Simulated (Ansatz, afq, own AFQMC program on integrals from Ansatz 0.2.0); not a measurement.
# Where AFQMC and coupled cluster stand for CH3N, singlet

```xyz
5

N     0.0000    0.0657    0.5988
C     0.0000   -0.1676   -0.7846
H     0.0000    0.9742    1.0598
H     0.0000   -0.7194    1.2368
H     0.0000    0.8291   -1.2683
```

Connectivity, by distances: NH2–CH.

Basis cc-pVDZ. Noble-gas cores (and the filled d shells of Ga–Kr and In–Xe) are frozen. AFQMC by an in-house program on the Cholesky factors that Ansatz 0.2.0 writes for its CCSD(T) run. ph-AFQMC/CISD is guided by a CISD state made of CCSD amplitudes; releasing the constraint for a short imaginary time cuts its bias at the price of noise, slowly where states lie close. Uncertainties: one standard error, sampling alone.

Determinant: RHF, the one that the program's search chose, which needn't be the lowest solution. The geometry is a point of a scan.

No full CI on the walks' own integrals is used here; CCSDT(Q) serves as the reference and is uncertain by about the last step of the cluster series.

Cautions: higher spins were not checked; restricted determinant unstable towards unrestricted (UHF 3 meV lower, ⟨S²⟩ 0.08); raised T1 diagnostic (T1 0.021, weight of the determinant 0.88, largest double 0.08); the released energies move by 1.5 errors or more from one time to the next, so no released level is given (meV from the phaseless value at times in 1/Eh: -13 ± 21 at 0.24, -32 ± 14 at 0.51, -48 ± 19 at 0.99, -29 ± 23 at 1.62, -78 ± 30 at 2.40), though the last usable value meets CCSDT(Q) within the noise.

- T1 diagnostic: 0.0211
- weight of the determinant in the CISD state: 0.877
- size of the correlated space: 12 electrons in 41 orbitals

```
  level  correlation energy (eV)
    MP2                  -7.9464
   CCSD                  -8.7140
CCSD(T)                  -8.9936
```

Question: Estimate where phaseless AFQMC with a CISD trial lies against CCSD(T) on the same integrals.

Answer: 0.29 ± 0.45 kcal/mol below CCSD(T). The gap is under twice the noise, so this walk alone can't tell the two apart.

Reference: CCSDT(Q), correlation energy -9.037 eV.

```tsv
level	E − E(reference) (kcal/mol)	share of correlation (%)
CCSD(T)	0.99	99.52
CCSDT	0.50	99.76
ph-AFQMC/HF	-0.64 ± 1.57	100.31
ph-AFQMC/CISD	0.70 ± 0.45	99.66
```

A walk keeps the symmetry of its determinant, which the program's search chose and which needn't be the lowest solution, so a lower state of the same spin and another symmetry isn't excluded.
